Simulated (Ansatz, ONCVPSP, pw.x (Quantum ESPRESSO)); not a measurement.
pw.x on bcc Tl: one setting changed

Potential: optimised norm-conserving Vanderbilt (ONCV), ONCVPSP 4.0.1.1 (patched build), LDA (Perdew-Wang 92); core [Xe] 4f14, reference 5d10 6s2 6p1; waves: 6s: rc 1.65 bohr, ncon 3, nbas 7, qcut 3.5 1/bohr, 2 projectors, debl 3.8 Ha; 6p: rc 2.90 bohr, ncon 4, nbas 7, qcut 2.8 1/bohr, 1 projector; 5d: rc 2.05 bohr, ncon 4, nbas 7, qcut 7.7 1/bohr, 2 projectors, debl 3 Ha; local part: polynomial inside 1.45 bohr (lpopt 1, dvloc0 7 Ha); core correction: polynomial model core, fcfact 0.3.

The reference run (k-mesh 12³, cutoffs 140/560 Ry, Fermi–Dirac 0.01 Ry, mixing_beta 0.4, conv_thr 1e-9, no spin) gives -0.71 GPa at 27.495 Å³/atom, where all-electron LAPW gives -0.27 GPa. This run, with its own iteration cap, changes mixing_mode to TF.

```
&control
  calculation='scf', prefix='x', pseudo_dir='./', outdir='./tmp', tstress=.true., disk_io='none'
/
&system
  ibrav=0, nat=1, ntyp=1, ecutwfc=140, ecutrho=560, nbnd=14,
  occupations='smearing', smearing='fd', degauss=0.01
/
&electrons
  conv_thr=1e-09, mixing_beta=0.4, electron_maxstep=50, mixing_mode='TF'
/
ATOMIC_SPECIES
Tl 1.0 Tl.UPF
CELL_PARAMETERS angstrom
  -1.90136098 1.90136098 1.90136098
  1.90136098 -1.90136098 1.90136098
  1.90136098 1.90136098 -1.90136098
ATOMIC_POSITIONS crystal
Tl 0.0000 0.0000 0.0000
K_POINTS automatic
12 12 12 0 0 0
```

```bash
pw.x < Tl.scf.in > Tl.scf.out
```

Problem. How does the run end?

Solution. It converges in 10 iterations; the free energy moves by +0.0 meV/atom and the pressure by +0.00 GPa. The result is that of the reference run.

```
Message from routine setup:
     using ibrav=0 with symmetry is DISCOURAGED, use correct ibrav instead
     lattice parameter (alat)  =       6.2233  a.u.
     unit-cell volume          =     185.5455 (a.u.)^3
     number of electrons       =        13.00
     number of Kohn-Sham states=           14
     kinetic-energy cutoff     =     140.0000  Ry
     charge density cutoff     =     560.0000  Ry
     scf convergence threshold =      1.0E-09
     Exchange-correlation= SLA  PW   NOGX NOGC
     number of k points=    72  Fermi-Dirac smearing, width (Ry)=  0.0100
     iteration #  1     ecut=   140.00 Ry     beta= 0.40
     total energy              =    -115.14626827 Ry
     estimated scf accuracy    <       0.00729843 Ry
     iteration #  2     ecut=   140.00 Ry     beta= 0.40
     total energy              =    -115.14486890 Ry
     estimated scf accuracy    <       0.00279605 Ry
     iteration #  3     ecut=   140.00 Ry     beta= 0.40
     negative rho (up, down):  1.502E-06 0.000E+00
     total energy              =    -115.14537570 Ry
     estimated scf accuracy    <       0.00013622 Ry
     iteration #  4     ecut=   140.00 Ry     beta= 0.40
     negative rho (up, down):  7.380E-07 0.000E+00
     total energy              =    -115.14538153 Ry
     estimated scf accuracy    <       0.00000776 Ry
     iteration #  5     ecut=   140.00 Ry     beta= 0.40
     total energy              =    -115.14538322 Ry
     estimated scf accuracy    <       0.00000099 Ry
     iteration #  6     ecut=   140.00 Ry     beta= 0.40
     total energy              =    -115.14538332 Ry
     estimated scf accuracy    <       0.00000013 Ry
     iteration #  7     ecut=   140.00 Ry     beta= 0.40
     total energy              =    -115.14538336 Ry
     estimated scf accuracy    <       0.00000002 Ry
     iteration #  8     ecut=   140.00 Ry     beta= 0.40
     total energy              =    -115.14538336 Ry
     estimated scf accuracy    <          1.0E-09 Ry
     iteration #  9     ecut=   140.00 Ry     beta= 0.40
     total energy              =    -115.14538336 Ry
     estimated scf accuracy    <          1.0E-09 Ry
     iteration # 10     ecut=   140.00 Ry     beta= 0.40
     the Fermi energy is    10.9519 ev
!    total energy              =    -115.14538336 Ry
     estimated scf accuracy    <          8.1E-11 Ry
     smearing contrib. (-TS)   =      -0.00221500 Ry
     The total energy is F=E-TS. E is the sum of the following terms:
     one-electron contribution =     -18.09351343 Ry
     hartree contribution      =      19.81519015 Ry
     xc contribution           =     -31.27875619 Ry
     ewald contribution        =     -85.58608890 Ry
     convergence has been achieved in  10 iterations
          total   stress  (Ry/bohr**3)                   (kbar)     P=       -7.11
     Message from routine punch:
     Nothing written, as per user request (disk_io='none')
```

The run took about 50 s on one core of a shared host (Intel(R) Xeon(R) 6975P-C, 192 threads, 1512 GiB, load 169).
